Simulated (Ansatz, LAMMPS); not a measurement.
**Ladder of methods for the elastic constant C11 of rock-salt MgO**

Reference value: 306 GPa (measured, temperature not stated, no zero-point or thermal correction, our sources range from 298 to 306; as tabulated in Råsander and Moram (2015), arXiv:1505.02379).

| level (code) | value (GPa) | cell (Å³/atom) |
|---|---|---|
| ionic model lewis1985b (shell model, LAMMPS) | 296 | 9.33 |
| LDA (Ansatz) | 325 | 9.00 |
| PBE (Ansatz) | ___ | 9.62 |
| r²SCAN+rVV10 (Ansatz) | 320 | 9.23 |
| HSE06 (Ansatz) | 306 | 9.27 |

### Question
Complete the blanks.

### Answer

- PBE (Ansatz, a first-principles code), value (GPa): 267

Differences against the reference: ionic model lewis1985b -3.3 %, LDA +6.2 %, PBE -12.7 %, r²SCAN+rVV10 +4.6 %, HSE06 0.0 %.

The reference's temperature isn't stated, so close values are not ranked against it.

The measured value isn't corrected to a static lattice, so vibrations enter the comparison. A static lattice is as a rule stiffer than a warm one, by over a tenth in soft solids.  Each level is taken at its own relaxed cell. Cutoffs differ between the levels. Ansatz's density-functional and Hartree–Fock values are scalar-relativistic unless marked +SOC, with PAW data made under PBE.

Empirical potentials (ionic model lewis1985b) are fitted to chosen data: where that held the value shown, agreement is built in, and what lay outside the fit can be far off.

Differences are worked out from the printed values.
